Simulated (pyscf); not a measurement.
HO–SiH₃ (SMILES O[SiH3]) + HF (SMILES F) → F–SiH₃ (SMILES F[SiH3]) + H₂O (SMILES O) (four-centre exchange; singlet surface; O–Si, F–H broken, F–Si, H–O formed). Single points on ωB97X-D3(BJ)/def2-SVP structures (PySCF, gas phase). Correlated levels are frozen-core, on RHF or UHF. ΔMP2 is the change of the MP2 total energy from the triple- to the quadruple-zeta basis. Energies in eV from the separated reactants.

| level | barrier | reaction energy |
|---|---|---|
| PBE/def2-TZVP | 0.48 | -0.46 |
| r²SCAN/def2-TZVP | 0.54 | -0.46 |
| PBE0-D3(BJ)/def2-TZVP | 0.59 | -0.43 |
| M06-2X/def2-TZVP | 0.67 | -0.44 |
| HF/def2-TZVP | 1.34 | -0.49 |
| CCSD/def2-TZVPP | ___ | -0.44 |
| CCSD(T)/def2-TZVPP + ΔMP2(QZVPP) | ___ | ___ |

Q: Complete the blanks.

A: 
- CCSD/def2-TZVPP, barrier: 0.88
- CCSD(T)/def2-TZVPP + ΔMP2(QZVPP), barrier: 0.80
- CCSD(T)/def2-TZVPP + ΔMP2(QZVPP), reaction energy: -0.45

Of the functionals in the table, M06-2X is closest to CCSD(T)/def2-TZVPP + ΔMP2(QZVPP) in the barrier (0.13 eV apart) and PBE least close (0.32 eV); that level has limits of its own. On the reactant side the descent ends in a complex, 0.33 eV under the separated species and 0.99 eV under the saddle at ωB97X-D3(BJ)/def2-TZVP. At ωB97X-D3(BJ) the barrier from the zero used here is 0.66 eV. One saddle was located; it need not be the lowest between these sides. The CCSD(T) − MP2 part came from Ansatz, without density fitting, on the same reference.
